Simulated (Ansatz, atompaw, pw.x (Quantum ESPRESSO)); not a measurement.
From atom to crystal: PAW (atompaw) potential for Rb

```json
{
 "Element": "rubidium",
 "Generator": "atompaw 4.2.0.5",
 "Type": "PAW",
 "Functional": "PBEsol",
 "Relativity": "scalar-relativistic",
 "Frozen core": "[Ar] 3d10",
 "Valence charge": "9",
 "Reference configuration": "4s2 4p6 5s1 5p0",
 "Partial waves": "4s (bound): rc 2.45 bohr; 5s (bound): rc 3.00 bohr; 4p (bound): rc 1.90 bohr; 5p (bound, empty): rc 3.00 bohr; 4d channel at 0.05 Ry: rc 3.00 bohr; 4d channel at 2.5 Ry: rc 2.90 bohr",
 "Local potential": "ultrasoft scheme with l = 3 at 0 Ry, radius 2.45 bohr",
 "Core correction": "smooth core density matched at 2.00 bohr",
 "Augmentation charge": "besselshape compensation charge, radius 2.95 bohr; PAW radius 3.00 bohr; waves and projectors: custom polynom2 7 10 vanderbiltortho"
}
```

Atomic tests: cutoffs needed: 18 Ry and 35 Ry (the cutoffs (Ry, on a coarse ladder) from which the occupation-weighted sum of valence levels, in a spherical-Bessel basis at the reference potential, stays within 10 and 1 mRy of its value at 400 Ry); ghost test: ghost state, extra bound levels that the all-electron valence spectrum of the same l lacks: p at -1.10 eV; a true bound ghost makes a file unfit for plane-wave use (spherical-Bessel basis up to 400 Ry, 20 bohr box); lowest eigenvalue of the overlap operator: 0.15 (p channel).

Crystal test: fcc Rb in pw.x 7.5, no spin, 8³ k-points, Fermi–Dirac smearing 0.01 Ry, cutoffs 45/450 Ry. The lattice is a test structure that the element need not adopt, and mesh and smearing are coarse.

pw.x input:

```
&control
  calculation='scf', prefix='x', pseudo_dir='./', outdir='./tmp', tstress=.true., disk_io='low'
/
&system
  ibrav=0, nat=1, ntyp=1, ecutwfc=45, ecutrho=450, nbnd=12,
  occupations='smearing', smearing='fd', degauss=0.01
/
&electrons
  conv_thr=1e-09, mixing_beta=0.4, electron_maxstep=70
/
ATOMIC_SPECIES
Rb 1.0 Rb.UPF
CELL_PARAMETERS angstrom
  0.00000000 3.51960427 3.51960427
  3.51960427 0.00000000 3.51960427
  3.51960427 3.51960427 0.00000000
ATOMIC_POSITIONS crystal
Rb 0.0000 0.0000 0.0000
K_POINTS automatic
8 8 8 0 0 0
```

```bash
pw.x < Rb.scf.in > Rb.scf.out
```

Task: How does the run end?

Result: It converges; the pressure is -0.11 GPa against -0.00 GPa from all-electron LAPW. This is a poor potential for the solid. Note: ghost state, extra bound levels that the all-electron valence spectrum of the same l lacks: p at -1.10 eV. A true bound ghost makes a file unfit for plane-wave use. The logarithmic derivative shows an extra or strongly shifted pseudo pole above the reference energy (s near 1.49 Ry). The log shows:

```
     charge density cutoff     =     450.0000  Ry
     scf convergence threshold =      1.0E-09
     Exchange-correlation= SLA PW PSX PSC
     number of k points=    29  Fermi-Dirac smearing, width (Ry)=  0.0100
     iteration #  1     ecut=    45.00 Ry     beta= 0.40
     c_bands:  1 eigenvalues not converged
     c_bands:  2 eigenvalues not converged
     c_bands:  1 eigenvalues not converged
     c_bands:  1 eigenvalues not converged
     [... 1 repeated lines left out ...]
     total energy              =    -236.16352514 Ry
     estimated scf accuracy    <       0.00177149 Ry
     iteration #  2     ecut=    45.00 Ry     beta= 0.40
     [... 1 repeated lines left out ...]
     total energy              =    -236.16353869 Ry
     estimated scf accuracy    <       0.00035217 Ry
     iteration #  3     ecut=    45.00 Ry     beta= 0.40
     total energy              =    -236.16361370 Ry
     estimated scf accuracy    <       0.00002825 Ry
     iteration #  4     ecut=    45.00 Ry     beta= 0.40
     total energy              =    -236.16363722 Ry
     estimated scf accuracy    <       0.00001094 Ry
     [... 4 iterations left out ...]
     iteration #  9     ecut=    45.00 Ry     beta= 0.40
     total energy              =    -236.16364137 Ry
     estimated scf accuracy    <          6.4E-09 Ry
     iteration # 10     ecut=    45.00 Ry     beta= 0.40
     total energy              =    -236.16364138 Ry
     estimated scf accuracy    <       0.00000001 Ry
     iteration # 11     ecut=    45.00 Ry     beta= 0.40
     total energy              =    -236.16364136 Ry
     estimated scf accuracy    <       0.00000004 Ry
     iteration # 12     ecut=    45.00 Ry     beta= 0.40
     the Fermi energy is     2.0342 ev
!    total energy              =    -236.16364137 Ry
     estimated scf accuracy    <          6.9E-10 Ry
     smearing contrib. (-TS)   =      -0.00407924 Ry
     convergence has been achieved in  12 iterations
          total   stress  (Ry/bohr**3)                   (kbar)     P=       -1.15
```
